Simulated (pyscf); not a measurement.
Optimised with ωB97X-D3(BJ)/def2-SVP in PySCF.

**Question.** Estimate by transition-state theory the rate constant of `[Cl][Ti]([Cl])([Cl])[Cl]` + `[H][H]` -> `[ClH]` + `[Cl][TiH]([Cl])[Cl]` (singlet surface; Cl–Ti, H–H broken, Cl–H, H–Ti formed) at 1200 K, with ωB97M-D3(BJ)/def2-TZVP energies (ideal gas, 1 atm, RRHO with modes under 100 cm⁻¹ raised to 100, one conformer, R ln 2 for rigid chiral ones; no tunnelling).

**Answer.** The electronic barrier is 40.0 kcal/mol and the thermal terms add +30.2, so ΔG‡ = 70.3 kcal/mol. With k_BT/h = 2.50e+13 s⁻¹ and RT = 2.385 kcal/mol, and a volume of 1.64e-19 cm³ per molecule at 1 atm, k = 6.5e-19 cm³ molecule⁻¹ s⁻¹. Wigner's tunnelling factor for 337i cm⁻¹ would be 1.01. A shift of 1 kcal/mol in the barrier changes k by a factor 1.5. On the product side the descent ends in an adduct with a Cl–Ti contact, 3.1 kcal/mol under the separated species and 4.1 kcal/mol under the saddle at ωB97X-D3(BJ)/def2-TZVP. What is counted as broken (Cl–Ti) persists as a longer contact in the product adduct; parting that adduct is a step of its own. This is the saddle that the search found; another between the same sides may lie lower.
